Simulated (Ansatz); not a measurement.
System: pyrite PtSb2. Method: BLYP (PAW; Ansatz, a first-principles code).

Numerical settings: plane-wave cutoff 520 eV, 6×6×6 k mesh, Fermi–Dirac smearing 0.01 eV, scalar-relativistic PAW data made under PBE.

Cell (relaxed at this level):

PtSb2 is modelled in the cubic space group Pa-3 (No. 205), Pearson symbol cP12. Cell: a = 6.704 Å, b = 6.704 Å, c = 6.704 Å, α = 90.00°, β = 90.00°, γ = 90.00°. Sb on 8c has 3 Pt at 2.781 Å and 1 Sb at 2.880 Å (tetrahedral). Pt on 4a sees 6 Sb at 2.781 Å (octahedral). (Neighbours: up to the widest gap in distance over summed covalent radii, below 1.35, at either atom; cation-cation and far metal-metal contacts left out.)

Q: Predict the bulk modulus B0.

A: 
- bulk modulus B0 = 81.1 GPa

The run finds no gap.

Note: the cell is over a tenth larger than the published one: the level's own overestimate first of all, though another phase or state, or a fault of the published cell, is possible; the gap of the solid is closed in this run; this level leaves the solid without a gap, although one is measured; the bulk modulus comes from volumes at which shape and atoms were relaxed.

Spin–orbit coupling is not included; it can open a gap where bands touch, and shift volumes and moduli.
